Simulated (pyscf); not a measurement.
A first-order saddle from PySCF, ωB97X-D3(BJ)/def2-SVP:

```xyz
8

C      0.1167     0.8193    -0.6350
Zn    -0.4363    -0.4538     0.7198
H      0.9049     1.4888    -0.2551
H     -0.7295     1.4482    -0.9558
H      0.5094     0.3007    -1.5242
H     -0.9963    -0.7717     2.4139
F     -0.7431    -2.3999     1.0384
H     -0.9568    -1.6871     1.9717
```
Charge 0, spin multiplicity 1.

Surface: singlet, charge 0. Lowest wavenumbers (cm⁻¹): 932i, 14, 141, 202, 537.

What reaction is this the transition state of?

H₃C–ZnH (SMILES [CH3][ZnH]) + HF (SMILES F) ⇌ H₃C–Zn–F (SMILES [CH3][Zn][F]) + H₂ (SMILES [H][H]), a four-centre exchange read from left to right: H–Zn, F–H broken and F–Zn, H–H formed. At ωB97M-D3(BJ)/def2-TZVP it lies +7.8 kcal/mol from the left side and +24.5 kcal/mol from the right (each side as separated species at their lowest minima found). On the reactant side the descent ends in a complex, 4.7 kcal/mol under the separated species and 11.4 kcal/mol under the saddle at ωB97X-D3(BJ)/def2-TZVP. At the saddle there is also a short H–Zn contact that neither side keeps. One saddle was located; it need not be the lowest between these sides. Elements up to Kr have no core potential and no relativistic terms here.
